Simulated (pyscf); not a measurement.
SnH₄ + H₂S → HS–SnH₃ + hydrogen (H₂) (four-centre exchange; singlet surface; H–Sn, H–S broken, S–Sn, H–H formed). Optimised with ωB97X-D3(BJ)/def2-SVP in PySCF. Rate constants from transition-state theory, ωB97M-D3(BJ)/def2-TZVP energies (ideal gas, 1 atm, RRHO with modes under 100 cm⁻¹ raised to 100, one conformer, R ln 2 for chiral ones without a mode under 150 cm⁻¹; no tunnelling), k in cm³ molecule⁻¹ s⁻¹.

```json
[
 {"T (K)": "298", "1000/T": "3.354", "log10 k": "-43.81"},
 {"T (K)": "600", "1000/T": "1.667", "log10 k": "-27.63"},
 {"T (K)": "900", "1000/T": "1.111", "log10 k": "?"},
 {"T (K)": "1200", "1000/T": "0.833", "log10 k": "-19.17"}
]
```

Fit an Arrhenius line to the three values, give the activation energy, and predict k at 900 K.

Least squares gives log10 k = -11.18 − 9.75 × 1000/T, so Ea = 9.75 × ln 10 × 1.987 = 44.6 kcal/mol, against an electronic barrier of 43.3. At 900 K the line gives -22.01; the computed value is -22.07 (ΔG‡ = 67.7 kcal/mol), close to the line. One saddle was located; it need not be the lowest between these sides. Elements past Kr carry the def2 core potentials, without spin-orbit coupling.
